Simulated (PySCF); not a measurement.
Working out the electron affinity of B

B⁻ [He] 2s2 2p2 (3P) → B [He] 2s2 2p1 (2P). All numbers are calculated (PySCF 2.14, the non-relativistic Hamiltonian (point nucleus), in aug-cc-pVTZ with one added diffuse shell each of s, p, d, f type (6s5p4d3f, 62 functions)). Frozen: 1s2. Energies in hartree (1 hartree = 27.21139 eV):

```tsv
part	B⁻ (lower)	B (upper)
UHF	-24.520981	-24.532177
CCSD correlation	-0.082530	-0.064939
(T)	-0.003762	-0.001358
```

What does Hartree-Fock give?

(-24.532177) − (-24.520981) = -0.011196 hartree = -0.305 eV.

What do CCSD and CCSD(T) give?

The CCSD correlation energies differ by 0.017591 hartree = 0.479 eV and the triples by 0.002404 hartree = 0.065 eV, so CCSD gives 0.174 eV and CCSD(T) 0.239 eV.

A first-order spin-orbit estimate adds -0.001 eV to CCSD(T) (valence), giving 0.238 eV against 0.280 eV (measured; photodetachment measurements, as compiled on the Wikipedia data page of electron affinities).

The coupled-cluster amplitudes are large, so a single reference is strained.

What remains against the reference includes basis incompleteness, the frozen core and higher excitations.
